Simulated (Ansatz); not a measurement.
Input file:

```yaml
crystal:
  periodic: [false, false, false]
  atoms:
    - {symbol: Si, position_ang: [0.000000, 0.000000, 2.428730]}
    - {symbol: Mg, position_ang: [0.000000, 0.000000, -0.181865]}
    - {symbol: H, position_ang: [0.000000, 0.000000, -2.246865]}
basis:
  gaussian: {orbitals: 6-31G}
magnetization: {spin_polarized: true, initial_magnetization: 1}
correlation: {method: ccsdtq, electrons: outside_noble_gas}
```

```sh
$ ansatz run in.yaml --threads 1 --pin off --events-out ev --progress --plain --max-ram 2393MiB
```

Output:

```
546 factors; integrals over basis functions are off by at most 8.3e-8 eV
mean field evaluation 1: about -13304.4994 eV, gradient 6.8e0 eV
mean field evaluation 2: about -13304.5262 eV, gradient 6.9e0 eV
mean field evaluation 4: about -13305.5114 eV, gradient 6.4e-1 eV
mean field evaluation 8: about -13305.5256 eV, gradient 1.8e-2 eV
mean field evaluation 16: about -13305.6712 eV, gradient 1.5e-1 eV
mean field evaluation 32: about -13305.5255 eV, gradient 1.1e-2 eV
mean field evaluation 64: about -13305.1885 eV, gradient 2.6e-2 eV
mean field evaluation 96: about -13305.2441 eV, gradient 4.4e-1 eV
mean field evaluation 128: about -13304.5194 eV, gradient 2.3e0 eV
mean field evaluation 160: about -13303.9570 eV, gradient 6.0e0 eV
...
mean field -13305.67380823 eV, -488.9744935428 hartree, gradient 2.7e-6 eV, S^2 1.342029; 25 other end points of the search recorded, 0 dependent functions left out
determinant -13305.67380823 eV, -488.9744935428 hartree, with singles and doubles -13307.41416492 eV, -489.0384504714 hartree
determinant -13305.28485590 eV, -488.9601998084 hartree, with singles and doubles -13307.13092331 eV, -489.0280415342 hartree
determinant -13305.18819364 eV, -488.9566475356 hartree, with singles and doubles -13307.16672150 eV, -489.0293570936 hartree
determinant -13304.26506126 eV, -488.9227230464 hartree, with singles and doubles -13306.17154048 eV, -488.9927848656 hartree
determinant -13302.76042433 eV, -488.8674286594 hartree, with singles and doubles -13304.74084877 eV, -488.9402079151 hartree
determinant -13302.38569157 eV, -488.8536574844 hartree, with singles and doubles -13304.20526050 eV, -488.9205254093 hartree
determinant -13302.37705773 eV, -488.8533401964 hartree, with singles and doubles -13304.26191469 eV, -488.9226074123 hartree
determinant -13302.35664565 eV, -488.8525900666 hartree, with singles and doubles -13304.47389498 eV, -488.9303975443 hartree
determinant -13305.67380823 eV, -488.9744935428 hartree, with singles and doubles -13307.45189291 eV, -489.0398369497 hartree
determinant -13305.28485590 eV, -488.9601998084 hartree, with singles and doubles -13307.24797185 eV, -489.0323429887 hartree
determinant -13305.18819364 eV, -488.9566475356 hartree, with singles and doubles -13307.34508446 eV, -489.0359118115 hartree
determinant -13305.52555770 eV, -488.9690454364 hartree, with singles and doubles -13307.39105246 eV, -489.0376011041 hartree
determinant -13305.52555770 eV, -488.9690454364 hartree, with singles and doubles -13307.39107023 eV, -489.0376017575 hartree
10 core orbitals not correlated: weight in the atoms' cores, before any rotation towards them, 1.000 or more for the frozen orbitals, at most 0.000 for the correlated occupied ones
reference -13305.67380823 eV, -488.9744935428 hartree; 4, 3 occupied and 14, 15 virtual orbitals, 546 factors
second order -1.09617650 eV of doubles, -0.00000000 eV of singles
...
cycle  38  -1.77458521 eV  change    3.0e-6 eV  update   2.4e-6
cycle  39  -1.77458425 eV  change    9.6e-7 eV  update   1.8e-6
cycle  40  -1.77458321 eV  change    1.0e-6 eV  update   1.3e-6
cycle  41  -1.77458270 eV  change    5.1e-7 eV  update   1.1e-6
cycle  42  -1.77458212 eV  change    5.8e-7 eV  update   9.0e-7
cycle  43  -1.77458165 eV  change    4.6e-7 eV  update   7.8e-7
cycle  44  -1.77458167 eV  change   -2.2e-8 eV  update   6.6e-7
cycle  45  -1.77458184 eV  change   -1.6e-7 eV  update   5.6e-7
cycle  46  -1.77458208 eV  change   -2.5e-7 eV  update   4.5e-7
cycle  47  -1.77458197 eV  change    1.1e-7 eV  update   3.4e-7
Total energy: -13307.44839020 eV, -489.0397082274 hartree
```

The determinant's ⟨S²⟩ is 1.34 against 0.75 for a pure state. The T1 diagnostic is 0.152.

Ran on 1 thread of Arm Neoverse V1, shared host: 33 s wall, 0.17 GiB peak host memory.
